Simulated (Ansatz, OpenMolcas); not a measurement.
C3H3N (Z-propargylimine): from total energies to a heat of formation

C3H3N has 7 atoms, charge 0, and is taken as a singlet. As SMILES, `[H]/N=C\C#C`. Geometry: relaxed at PBE0-D4/def2-TZVP.

Total energies at TPSS/def2-SVPD (OpenMolcas 26.06); the atoms run unrestricted:

```tsv
species	state	energy (Eh)
C3H3N	singlet	-170.689538
H	doublet	-0.499258
N	quartet	-54.548882
C	triplet	-37.821325
```

Harmonic wavenumbers at PBE0-D4/def2-TZVP, in cm⁻¹: 223, 309, 615, 690, 711, 858, 955, 1135, 1246, 1420, 1692, 2221, 3115, 3467, 3477.

Measured heats of formation of the gaseous atoms at 298.15 K, in kJ/mol: H 218.0, N 472.4, C 716.9. Take 1 Eh = 2625.50 kJ/mol, 1 cm⁻¹ = 0.0119627 kJ/mol, RT = 2.479 kJ/mol.

Task: Work out the heat of formation of the gas at 298 K.

Result: 
1. Electronic atomisation energy: 3 × (-0.499258) + (-54.548882) + 3 × (-37.821325) − (-170.689538) = 1.178907 Eh = 3095.2 kJ/mol.
2. Zero-point energy: half the sum of the wavenumbers, 11067 cm⁻¹ = 132.4 kJ/mol.
3. Thermal vibrational enthalpy, Σ hcν̃/(exp(hcν̃/kT) − 1): 3.8 kJ/mol. Translation, rotation and pV of a non-linear molecule: 4 RT = 9.9 kJ/mol.
4. The 7 free atoms carry 5/2 RT each: 43.4 kJ/mol.
5. Spin-orbit coupling lowers the free atoms by 3 × 0.02 = 0.1 kJ/mol.
6. Atomisation enthalpy at 298 K: 3095.2 − 0.1 − 132.4 − 3.8 − 9.9 + 43.4 = 2992.4 kJ/mol.
7. Sum of the atoms' heats of formation: 3277.1 kJ/mol. Heat of formation: 3277.1 − 2992.4 = +284.7 kJ/mol.

No measured value is set beside it here. Anharmonicity and any spin-orbit splitting of the molecule are left out.
